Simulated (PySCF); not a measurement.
**Structure elucidation problem**

The spectra below were simulated for a compound C$_{4}$H$_{6}$O.

1H NMR (300 MHz, computed): δ 2.82 (m, 4H), 1.86 (m, 2H).

13C{1H} NMR (computed): δ 214.2, 44.1 (2C), 11.3.

All values are calculated (PySCF): structure optimised with PBE0-D3(BJ)/def2-SVP, σ from GIAO-HF/pcSseg-2, J: B3LYP/pcJ-1 (without the spin–dipole term). In vacuum, no relativistic terms, fast rotation and ring inversion assumed for equivalent nuclei, one conformer.

Scale: TMS for 1H (31.68 ppm) and 13C (191.47 ppm) (reference shieldings calculated alike).

Deduce the structure.

Answers


1. Rings plus π bonds: 2 (1 ring in the answer).
2. 3 carbon signals for 4 carbons: some carbons are equivalent by symmetry or fast rotation.
3. Carbon types of the structure: 1 × C, 3 × CH2, which accounts for all hydrogens.
4. δC 214.2: ketone carbonyl carbon; low-lying n→π* states of the double bond to the heteroatom give a large paramagnetic term (-276 ppm).
5. δC 44.1: sp3 CH2 α to a carbonyl; α to the electron-withdrawing carbonyl group.
6. δC 11.3: sp3 CH2 in a ring; a saturated carbon with 2 carbon neighbours and no heteroatom attached.
7. δH 2.82: hydrogen on an sp3 CH2 α to a carbonyl; α to C=O.
8. δH 1.86: hydrogen on an sp3 CH2 in a ring.

These data were computed for Cyclobutanone.

The data come from this structure; uniqueness wasn't tested.

Multiplet labels drop couplings under 1 Hz and merge nearly equal ones. Couplings among chemically equivalent protons are left out too, so labels in AA′BB′ or AA′XX′ sets are apparent multiplicities. Unscaled 3J(H,H) at this level run about 10 % above measured values. Shifts are as computed, not scaled to solution data. Of 1211 compounds with measured shifts, 218 miss one by over three times the rms of a fit or turn the order of signals round; such compounds aren't used in these exercises. 3J across rotatable bonds or in flexible rings reflects this conformer alone.
